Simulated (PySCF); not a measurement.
**How close CCSD(T) comes to the exact answer in a basis**

Each species is computed at the geometry given (Å), with frozen cores, in PySCF 2.14.0: RHF-CCSD(T) for singlets, UHF-CCSD(T) otherwise, and full CI in the same basis. The script picks the determinant by a search with trial CCSD, so it needn't be the lowest Hartree–Fock solution. States: PH⁺ doublet Π, CS singlet Σ⁺, H2S singlet A1. Cases whose determinant has another symmetry than full CI's state, or lies over 0.5 eV above the lowest of its kind, whose (Q) step broke down or whose higher cluster runs on it stay over 0.1 eV above full CI weren't drawn.

**Question.** Judging by size, spin and bonding and the diagnostics given, rank them by the size of CCSD(T)'s error in total energy against full CI in the same basis, smallest first (an estimate).
A. CS, singlet, 6-31G: C 0.000 0.000 0.000; S 0.000 0.000 1.545. T1 0.031, (T) -244 meV in a correlation energy of -4.42 eV
B. H$_{2}$S, singlet, 6-31G: S 0.000 0.000 0.054; H 0.000 0.974 -0.865; H 0.000 -0.974 -0.865. T1 0.006, (T) -16 meV in a correlation energy of -2.02 eV
C. PH⁺, doublet, aug-cc-pVDZ: P 0.000 0.000 0.000; H 0.000 0.000 1.427. T1 0.015, (T) -52 meV in a correlation energy of -2.74 eV

**Answer.** B (5.2 meV), C (17.1 meV), A (35.2 meV).

```
     species        basis  correlated electrons  CCSD(T) − full CI (meV)  CCSDT(Q) − full CI (meV)  unpaired electrons (full CI)     T1  ⟨S²⟩ of the determinant
H2S, singlet        6-31G                     8                      5.2                       0.2                          0.02  0.006                     0.00
PH⁺, doublet  aug-cc-pVDZ                     5                     17.1                         –                          1.05  0.015                     0.76
 CS, singlet        6-31G                    10                     35.2                       3.8                          0.12  0.031                     0.00
```

Unpaired electrons are Σ n²(2−n)² over natural occupations; an open shell counts its own unpaired electrons too. Frozen cores follow each run's orbitals, which moves totals by a few meV. A dash: (Q) wasn't run for open shells.
